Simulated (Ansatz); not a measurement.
Reaction (formal exchange of groups at a C–C bond): `CC#CC#CC1CC1` + CH₄ → `CC#CC#CC` + `C1CC1`

Isolated molecules relaxed with PBE0-D4/def2-TZVP in Ansatz; ΔE leaves out vibrations. CBS: MP2 limit from def2 TZ/QZ plus the TZ coupled-cluster correction, frozen cores. This one scheme is used for every species. Functionals use def2-TZVPP. HSE06 is defined as in plane-wave codes.

(1) Is it downhill or uphill in electronic energy at CCSD(T)/CBS, and by how much? (Best estimate.)

(2) What do these levels give: PBE0-D4, r2SCAN0-D4, HSE06-D4, ωB97X-V, PBE, revPBE, r2SCANh, r2SCAN0, LC-ωPBE, RPA@PBE/def2-TZVPP, MP2/def2-SVP, HF/CBS(def2)? (An estimate is asked.)

Largest T1 diagnostic among the species: 0.012.

Answers

(1) Ansatz gave: Uphill: ΔE = +4.2 kcal/mol.

(2) Computed: PBE0-D4 4.1, r2SCAN0-D4 4.2, HSE06-D4 4.1, ωB97X-V 3.4, PBE 4.0, revPBE 3.7, r2SCANh 4.3, r2SCAN0 3.9, LC-ωPBE 2.6, RPA@PBE/def2-TZVPP 3.9, MP2/def2-SVP 5.5, HF/CBS(def2) 2.0 kcal/mol.

In def2-TZVPP, CCSD(T) changes the Hartree–Fock value by +2.1 kcal/mol (the triples alone add +0.7 kcal/mol) and MP2 by +3.3 kcal/mol. The D4 term adds +1.0 kcal/mol with B3LYP and +0.6 kcal/mol with PBE0; it sums over pairs of atoms, weighted by their polarisabilities, and B3LYP, whose exchange is more repulsive, gets the larger term. Leaving LDA and LC-ωPBE aside and taking each functional with its dispersion term where it has one, the values, not all of them listed here, spread over 1.6 kcal/mol, from ωB97X-V to BLYP-D4.

B3LYP here is the variant with VWN-RPA as its local correlation; programs differ in this.
